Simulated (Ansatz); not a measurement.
A nudged elastic band was laid between two geometries of BH3 + ClH (6 atoms, charge 0, multiplicity 1).

These are results of RKS B3LYP-D4/def2-SVPD (Ansatz), not measurements.

```json
{"movable images": "5", "climbing image": "yes", "spring": "5.0 eV/Å²", "optimiser": "quadratic models (default)", "start path": "through a guess of the saddle point", "force threshold": "0.05 eV/Å", "iteration limit": "60", "end points": "relaxed"}
```

Initial state:

```xyz
6
Properties=species:S:1:pos:R:3
B -0.001 0.234 -0.036
H -0.005 0.689 1.078
H 1.037 0.150 -0.635
H -1.042 0.079 -0.615
Cl 0.094 -2.187 0.820
H 0.045 -1.888 2.077
```

Final state:

```xyz
6
Properties=species:S:1:pos:R:3
B 0.025 -0.581 -0.482
H 0.027 0.387 2.238
H 1.047 0.040 -0.501
H -1.062 -0.082 -0.493
Cl 0.126 -2.333 -0.462
H -0.036 -0.355 2.389
```

(1) What changes between the two ends?

(2) What energy profile does the band end with?

(3) What is the geometry of the highest image?

(4) What are the harmonic wavenumbers there?

Results:

(1) Bonds broken: B1–H2, Cl5–H6. Bonds formed: B1–Cl5, H2–H6. BH3 + ClH becomes BClH2 + H2.

(2) The run converged. The highest image is number 2 of 0 to 6, 8.6 kcal/mol above the first end and 23.5 kcal/mol above the last; the last end lies 14.9 kcal/mol below the first. A vibrational analysis at the climbing image gives one clearly imaginary mode, 742i cm⁻¹: a first-order saddle point. The orbitals stay closed-shell, which can raise the energy where a bond breaks towards radicals; this wasn't checked here.

| image | path coordinate (Å) | energy (kcal/mol) | B1–H2 (Å) | Cl5–H6 (Å) | B1–Cl5 (Å) |
| --- | --- | --- | --- | --- | --- |
| 0 | 0.00 | 0.0 | 1.20 | 1.29 | 2.57 |
| 1 | 0.73 | 2.1 | 1.21 | 1.30 | 2.63 |
| 2 | 1.47 | 8.6 | 1.27 | 1.49 | 2.18 |
| 3 | 2.01 | -4.1 | 1.48 | 2.01 | 1.89 |
| 4 | 2.55 | -11.2 | 1.94 | 2.52 | 1.79 |
| 5 | 3.09 | -14.2 | 2.42 | 2.99 | 1.76 |
| 6 | 3.63 | -14.9 | 2.89 | 3.47 | 1.75 |

(3) 
```xyz
6
Properties=species:S:1:pos:R:3
B 0.009 -0.128 0.101
H -0.002 0.252 1.314
H 1.069 0.070 -0.410
H -1.065 -0.004 -0.405
Cl 0.082 -2.222 0.709
H 0.036 -0.891 1.381
```

(4) 742i, 493, 716, 785, 994, 1074, 1133, 1346, 1599, 2263, 2630, 2759 cm⁻¹.

Time of the run: 53 s on 1 thread of Intel(R) Xeon(R) 6975P-C (Granite Rapids), with other jobs on the host, peak memory 0.15 GiB.
